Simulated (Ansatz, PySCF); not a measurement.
System: C4H5, net charge 0, doublet state. It need not be the lowest isomer of its formula. SMILES: C=C1[CH]C1
Structure (B3LYP-D3(BJ)/def2-TZVP (Ansatz, a quantum-chemistry and plane-wave program) minimum search):
```xyz
9

C     -0.0053    -0.0782     0.2567
C      0.2143    -0.7195    -0.9044
C     -0.0642     0.7377    -1.0065
C     -0.1166    -0.0650     1.6084
H      0.4355    -1.6249    -1.4394
H      0.7505     1.4246    -1.2346
H     -1.0319     1.0739    -1.3780
H      0.0155    -0.9720     2.1842
H     -0.3393     0.8482     2.1424
```
Charge 0, spin multiplicity 2.
Markedly spin-contaminated UHF reference, which strains HF, MP2 and, less, CCSD(T): C=C1[CH]C1.

Property: enthalpy of formation at 298 K (from the atomisation energy, B3LYP-D3(BJ)/def2-TZVP harmonic zero-point and thermal terms from PySCF, and the atoms' enthalpies of formation in the G2/97 table; no spin-orbit terms, and no core term in the frozen-core levels), in kJ/mol. Valence correlation only, unless marked. UHF or UKS for open shells. No spin-orbit coupling. Non-relativistic. The coupled-cluster limit lacks core correlation, which all-electron functionals hold. CBS(X,Y): correlation extrapolated as X^-3; Hartree-Fock from the larger set. [CCSD(T)-MP2]/basis is that difference in the basis named.

```tsv
level	program	enthalpy of formation at 298 K (kJ/mol)	minus last row
RI-HF/aug-cc-pVTZ	Ansatz	1336.9	936.8
revPBE/def2-TZVPD	Ansatz	384.3	-15.8
r2SCAN-D4/def2-TZVPD	Ansatz + dftd4	337.5	-62.6
B3LYP-D3(BJ)/def2-TZVPD	Ansatz + dftd3	363.0	-37.1
B3LYP-D4/def2-TZVPD	Ansatz + dftd4	365.9	-34.2
PBE0/6-31G*	Ansatz	323.3	-76.8
BHLYP/def2-TZVPD	Ansatz	495.8	95.7
TPSSh-D4/def2-TZVPD	PySCF + dftd4	334.8	-65.3
r2SCANh-D4/def2-TZVPD	Ansatz + dftd4	358.9	-41.2
r2SCANh/def2-TZVPD	Ansatz	362.4	-37.7
CAM-B3LYP-D4/def2-TZVPD	Ansatz + dftd4	360.2	-39.9
CAM-B3LYP/def2-TZVPD	Ansatz	371.4	-28.7
LC-wPBE-D3(BJ)/def2-TZVPD	Ansatz + dftd3	341.7	-58.4
LC-wPBE-D4/def2-TZVPD	Ansatz + dftd4	339.7	-60.4
B2PLYP-D3(BJ)/def2-TZVPD	Ansatz + dftd3	408.7	8.6
RI-MP2/aug-cc-pVTZ	Ansatz	430.1	30.0
RI-MP2/cc-pVTZ	Ansatz	445.5	45.4
CCSD/STO-3G	Ansatz	346.8	-53.3
CCSD/cc-pVTZ	Ansatz	547.3	147.2
CCSD(T)/aug-cc-pVDZ	Ansatz	661.1	261.0
RI-MP2/CBS(cc-pVTZ,cc-pVQZ)+[CCSD(T)-MP2]/cc-pVTZ	Ansatz	400.1	0.0
```
